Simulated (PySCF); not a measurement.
## ClHO2S: core ionisation energies

Species: ClHO2S.
Numbering: `[O:1]=[SH:2](=[O:3])[Cl:4]`

Method: delta-SCF UKS SCAN, pcX-2 on the ionised atom, pcseg-1 elsewhere, spin-free X2C (PySCF). Each binding energy is the total energy of the core-ionised species, with the hole localised on one atom, minus that of the ground state; both are solved self-consistently, so orbital relaxation is included.

Q: What binding energy does each computed site have?

A: 
| atom(s) | bonded to | level | binding energy (eV) | 2p1/2 (eV) | count |
| --- | --- | --- | --- | --- | --- |
| O1/O3 | S (double bond) | O 1s | 539.23 | – | 2 |
| S2 | 2 O (double bond), Cl and H | S 2p3/2 | 175.74 | 176.97 | 1 |
| S2 | 2 O (double bond), Cl and H | S 1s | 2484.68 | – | 1 |
| Cl4 | S | Cl 2p3/2 | 207.11 | 208.77 | 1 |
| Cl4 | S | Cl 1s | 2829.70 | – | 1 |

Q: Which photon energy gives electrons from Cl 1s of Cl4 a kinetic energy of 50 eV, and what is their de Broglie wavelength?

A: hν = 2829.70 + 50 = 2879.70 eV, recoil neglected; λ = 12.264 Å/√(E/eV) = 1.73 Å.

Q: Give the binding energy of Cl 1s of Cl4 in hartree and in kJ/mol.

A: 2829.70 eV = 103.9896 Eh = 273025 kJ/mol.

Atoms equivalent by their bonding share one computed value, that of the first of them. Spin–orbit and ligand-field terms were added within each 2p shell after the spin-free SCF. 2p1/2 minus 2p3/2 (ligand field included): S 1.23 eV, Cl 1.65 eV. Geometry: GFN2-xTB; no solvent, vibrations or thermal averaging.

On an Arm Neoverse V1 with one thread, on a shared host, this took 12 s.
